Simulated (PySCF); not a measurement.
Below is a simulated gas-phase C 1s photoelectron spectrum of cyclopropanecarboxamide, `NC(=O)C1CC1`.

Every computed line was given a Gaussian of 0.7 eV full width at half maximum and an area set by the number of equivalent atoms; the highest printed point is 100. Theory: delta-SCF UKS SCAN, pcX-2 on the ionised atom, pcseg-1 elsewhere, spin-free X2C (PySCF).

(binding energy (eV), intensity): (289.8, 0), (289.9, 1), (290.0, 3), (290.1, 6), (290.2, 13), (290.3, 24), (290.4, 40), (290.5, 59), (290.6, 78), (290.7, 93), (290.8, 100), (290.9, 97), (291.0, 85), (291.1, 67), (291.2, 48), (291.3, 31), (291.4, 18), (291.5, 9), (291.6, 4), (291.7, 2), (291.8, 1), (291.9, 0), (292.0, 0), (292.1, 0), (292.2, 0), (292.3, 0), (292.4, 0), (292.5, 0), (292.6, 0), (292.7, 0), (292.8, 0), (292.9, 1), (293.0, 2), (293.1, 4), (293.2, 8), (293.3, 14), (293.4, 21), (293.5, 28), (293.6, 33), (293.7, 35), (293.8, 33), (293.9, 28), (294.0, 21), (294.1, 14), (294.2, 9), (294.3, 5), (294.4, 2), (294.5, 1), (294.6, 0), (294.7, 0)

Problem. Count the maxima, the lines and the sites behind this envelope.

Solution. The curve has 2 maxima (at 290.8 and 293.7 eV). Under it lie 3 lines from 3 inequivalent carbon sites. At this width some lines have no maximum of their own.

Problem. Decompose the envelope and assign each component. Numbering: `[NH2:1][C:2](=[O:3])[CH:4]1[CH2:5][CH2:6]1`.

Solution. 
```json
{"position (eV)": "290.76", "relative area": "2", "line": "C 1s", "atoms": "C5/C6", "environment": "three-membered-ring carbon"}
{"position (eV)": "290.95", "relative area": "1", "line": "C 1s", "atoms": "C4", "environment": "sp3 carbon next to a carbonyl"}
{"position (eV)": "293.70", "relative area": "1", "line": "C 1s", "atoms": "C2", "environment": "amide carbonyl carbon"}
```

Problem. What are the centre and the root-mean-square width of the whole band?

Solution. The area-weighted mean of the lines is 291.54 eV. Their own spread about it is 1.25 eV (rms) and each Gaussian has σ = 0.7/2.355 = 0.30 eV; the variances add, which gives 1.28 eV.

The listed C 1s values span 2.94 eV, from C5/C6 (bonded to 2 C and 2 H) to C2 (bonded to O (double bond), N and C).

The curve has no shake-up lines and no vibrational structure. Atoms equivalent by their bonding share one computed value, that of the first of them. Geometry: PBE0-D3(BJ)/def2-SVP, one conformer, isolated molecule.

Time: 18 s of wall time; peak memory 0.61 GiB. Hardware: an AMD EPYC 9R45 with one thread, shared host with 96 logical CPUs at a one-minute load of 36.

Conformer computed: `[NH2:1][C:2](=[O:3])[CH:4]1[CH2:5][CH2:6]1`: N1–C2–C4–C5 147°, H–N1–C2–O3 1°, H–N1–C2–O3 179°.
